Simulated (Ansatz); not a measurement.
Barrier from F (doublet) + H2 (molecular hydrogen, SMILES [H][H]) to the saddle point below; all geometries are those of the HTBH38 set.
```
F
H 1 1.4662
H 2 0.7746 1 152.03
```
Charge 0, spin multiplicity 2.

Total energies in hartree (Ansatz, a quantum-chemistry and plane-wave program). Open shells are spin-unrestricted; no spin-orbit coupling. Cores are frozen in correlated methods. No relativity. Where a partner has so few electrons that a lower coupled-cluster level is exact, that level stands in.

```tsv
species	HF/aug-cc-pVTZ	CCSD(T)/aug-cc-pVTZ	HF/aug-cc-pVQZ	CCSD(T)/aug-cc-pVQZ	CCSDT(Q)/aug-cc-pVTZ
1: F (doublet)	-99.40688	-99.62783	-99.41409	-99.65291	-99.62813
2: H2 (molecular hydrogen, SMILES [H][H])	-1.13302	-1.17263	-1.13346	-1.17387	-1.17263
3: FH2 (complex or saddle point, doublet)	-100.51906	-100.79767	-100.52660	-100.82437	-100.79845
```

Work out the barrier height (electronic, no zero-point energy) in kcal/mol: take Hartree-Fock from aug-cc-pVQZ, extrapolate the CCSD(T) correlation energy as X^-3 (X = 3, 4), and add CCSDT(Q) - CCSD(T) in aug-cc-pVTZ. 1 hartree = 627.51 kcal/mol.


Species 1: correlation (64·(-0.23882) - 27·(-0.22095))/37 = -0.25186; step -0.00030; E1 = -99.41409 + (-0.25186) + (-0.00030) = -99.66625
Species 2: correlation (64·(-0.04041) - 27·(-0.03961))/37 = -0.04099; step +0.00000; E2 = -1.13346 + (-0.04099) + (+0.00000) = -1.17445
Species 3: correlation (64·(-0.29777) - 27·(-0.27861))/37 = -0.31175; step -0.00078; E3 = -100.52660 + (-0.31175) + (-0.00078) = -100.83913
-1·E1 -1·E2 +1·E3 = 0.00157 hartree = 1.0 kcal/mol. Published benchmark value: 1.8 kcal/mol (Zhao et al., J. Phys. Chem. A 109, 2012 (2005), HTBH38), a best estimate, not a measurement. The composite differs from it by -0.8 kcal/mol; core, relativistic and spin-orbit terms are not in it.
